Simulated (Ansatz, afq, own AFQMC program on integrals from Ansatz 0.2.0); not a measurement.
**BNH$_{2}$, triplet → BNH2⁺, quartet, worked out**

```xyz
4

B     0.0000   -0.1240    0.7739
N     0.0000   -0.0224   -0.5980
H     0.0000    0.9564    1.3306
H     0.0000    0.6853   -1.3215
```

Connectivity, by distances: BH–NH.

Both states at this geometry.

Basis cc-pVDZ. Only valence electrons are correlated. AFQMC by an in-house program on the Cholesky factors that Ansatz 0.2.0 writes for its CCSD(T) run. The CISD trial takes its coefficients from CCSD amplitudes. Released means that phaseless walkers are propagated on without the constraint, phases kept. ± is one standard error of the sampling.

Total energies in eV. CBS is CCSD(T) at the limit of def2-TZVPP/QZVPP (MP2 extrapolated, CCSD(T) minus MP2 added); the highest rung of each member is named.

Cautions: BNH₂ (triplet): lower spins were not checked; BNH₂⁺ (quartet): lower spins were not checked; this needn't be the first ionization.

| member | count | CCSD(T)/cc-pVDZ | highest rung in cc-pVDZ | which | CCSD(T)/CBS |
| --- | --- | --- | --- | --- | --- |
| BNH₂⁺, quartet | +1 | -2177.5148 | -2177.5445 | CCSDT(Q) | -2180.1553 |
| BNH₂, triplet | -1 | -2188.5260 | -2188.5763 | CCSDT(Q) | -2191.6334 |

Question: Work out the best estimate of the vertical ionization energy: the CCSD(T)/CBS difference plus the step from CCSD(T) to the highest rung.

Answer: Sums with the counts: CCSD(T)/CBS 11.4781 eV, highest rung 11.0318 eV, CCSD(T)/cc-pVDZ 11.0112 eV. The step is 11.0318 − 11.0112 = 0.0206 eV, so the best estimate is 11.4781 + (0.0206) = 11.4987 eV = 265.2 kcal/mol. The basis set is worth 0.467 eV of it. Zero-point, core-correlation and spin–orbit terms aren't in it.

Best estimates are given only where the step beyond CCSD(T) is under 0.3 eV and no member's determinant is very poor (T1 over 0.05, or 0.07 for open shells, ⟨S²⟩ too high by 0.3, two states mixed), so the hardest cases are missing from such tables.

CCSDT and higher add their correlation energy to the determinant of the CCSD(T) run, since their own runs factorise the integrals more tightly (a shift of under 2 meV). Each member of a difference takes its own highest rung, so a best estimate needn't equal the limit plus the step of one row.
